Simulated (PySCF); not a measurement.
Molecule: SMILES C=CC#N, C3H3N.

Bonds (- single, = double, # triple, : aromatic): C1=C2, C2-C3, C3#N4. C1 carries H5, H6; C2 carries H7. H5 is cis to C3; H6 is trans to C3.

Frames of a GFN2-xTB Langevin trajectory at 600 K; GIAO PBE0/pcSseg-1 shieldings in PySCF, gas phase, non-relativistic; equivalent atoms averaged within each frame.

δ = σ(ref) − σ, references computed at the same level: ¹³C (σ = 186.93 ppm), ¹H (σ = 31.72 ppm) vs TMS; ¹⁵N (σ = 267.73 ppm) against NH3. The references are static minima.

Q: How do the shifts (ppm) fluctuate along the trajectory?

A: 
```csv
time (fs),C1,C3,C2,N4,H6,H5,H7
optimised geometry,146.5,122.2,115.7,321.2,6.37,6.56,5.77
250,145.9,120.5,106.6,319.7,7.35,6.04,3.59
425,160.7,128.9,122.3,368.8,6.70,7.07,7.43
625,147.3,120.2,120.2,329.2,6.33,6.94,5.78
800,141.5,129.0,118.1,335.5,6.07,6.63,5.88
1000,168.5,133.9,128.8,352.8,7.89,7.77,5.89
mean of frames,152.8,126.5,119.2,341.2,6.87,6.89,5.71
standard deviation,11.3,6.0,8.1,19.6,0.74,0.63,1.37
```

5 frames give an uncertainty of the mean of about the standard deviation over 2.2 at best, since frames this close in time may not be independent; classical motion lacks zero-point vibration, and the reference would need the same averaging.
